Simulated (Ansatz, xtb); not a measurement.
# Relative energy of two isomers of C4H7PS

We compare X, `C=C[PH](=S)C=C`, a singlet, with Y, `C#CC[P@H](C)=S`, a singlet. Both are isolated molecules in the gas phase, relaxed with r2SCAN-D4/def2-SVP, each in the lowest conformer that the search found.

Energies in hartree; the thermal terms are from GFN2-xTB frequencies at re-optimised GFN2-xTB minima (ideal gas, soft modes damped towards free rotors, one conformer each, 298.15 K, 1 atm) and include the zero-point energy:

|  | X | Y |
| --- | --- | --- |
| E, CCSD(T)/def2-SVP | −894.307640 | −894.297484 |
| E, MP2/def2-SVP | −894.208753 | −894.205634 |
| E, MP2/def2-TZVPP | −894.847837 | −894.844986 |
| zero-point energy | 0.093768 | 0.092750 |
| H(298 K) − E | 0.102848 | 0.102174 |
| G(298 K) − E | 0.060534 | 0.059456 |

Task: Correct the CCSD(T) difference for the basis set by the MP2 change, then work out ΔE, ΔE₀, ΔH and ΔG for X → Y in kcal/mol (1 Eh = 627.51 kcal/mol) and the equilibrium ratio [Y]/[X].

Result: 1. Differences Y − X: CCSD(T) +0.010156, MP2 in the small set +0.003119, MP2 in the large set +0.002851 Eh.
2. ΔE = +0.010156 + (+0.002851 − (+0.003119)) = +0.009888 Eh = +6.20 kcal/mol.
3. ΔE₀ = ΔE + ΔZPE = +0.009888 + (−0.001018) Eh = +5.57 kcal/mol.
4. ΔH = ΔE + (−0.000674) Eh = +5.78 kcal/mol.
5. ΔG = ΔE + (−0.001078) Eh = +5.53 kcal/mol, so ΔS = (ΔH − ΔG)/T = +3.6 J/(mol K).
6. kT = 0.9442 mEh, so K = [Y]/[X] = exp(−ΔG/kT) = exp(−9.33) ≈ 8.9 × 10^−5.

Structure X is favoured at this temperature. An error of 1 kcal/mol in ΔG would change K by a factor of 5.4. GFN2-xTB, HF/STO-3G gave ΔE the other sign. Mirror images and further conformers aren't counted.

As drawn, Y has 1 C≡C, 1 C–C in place of 2 C=C.

Other levels gave ΔE = −2.5 (GFN2-xTB); −9.3 (HF/STO-3G, GFN2-xTB geometries); +6.1 (r2SCAN-D4/def2-SVP//GFN2-xTB); +6.0 (r2SCAN-D4/def2-SVP); +6.9 (HF/def2-SVP); +2.0 (MP2/def2-SVP); +6.4 (CCSD(T)/def2-SVP) kcal/mol. The correlated steps freeze 14 core orbitals. Programs: Ansatz 0.2.0, xtb 6.7.1.
